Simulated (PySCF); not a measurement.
# Working out the ionisation energy of Cl

Cl [Ne] 3s2 3p5 (2P) → Cl⁺ [Ne] 3s2 3p4 (3P). Calculation: PySCF 2.14, in aug-cc-pVDZ-DK; scalar relativity by spin-free X2C-1e. Frozen: [Ne]. Energies in hartree (1 hartree = 27.21139 eV):

```json
{"part": "UHF", "Cl (lower)": "-460.880064", "Cl⁺ (upper)": "-460.446024"}
{"part": "MP2 opposite-spin", "Cl (lower)": "-0.089312", "Cl⁺ (upper)": "-0.068419"}
{"part": "MP2 same-spin", "Cl (lower)": "-0.030112", "Cl⁺ (upper)": "-0.022387"}
```

Task: What does Hartree-Fock give?

Result: (-460.446024) − (-460.880064) = 0.434040 hartree = 11.811 eV.

Task: What do MP2 and SCS-MP2 (6/5 opposite-spin, 1/3 same-spin) give?

Result: The opposite-spin parts differ by 0.569 eV and the same-spin parts by 0.210 eV. MP2: 11.811 + (0.569) + (0.210) = 12.590 eV. SCS-MP2: 11.811 + 1.2 × (0.569) + (0.210)/3 = 12.564 eV.

Measured between the centres of the two terms (NIST): 12.974 eV, so MP2 (valence) is off by -0.384 eV.

A double-zeta basis recovers only part of the correlation energy.

What remains against the reference includes basis incompleteness, the frozen core and correlation beyond second order.
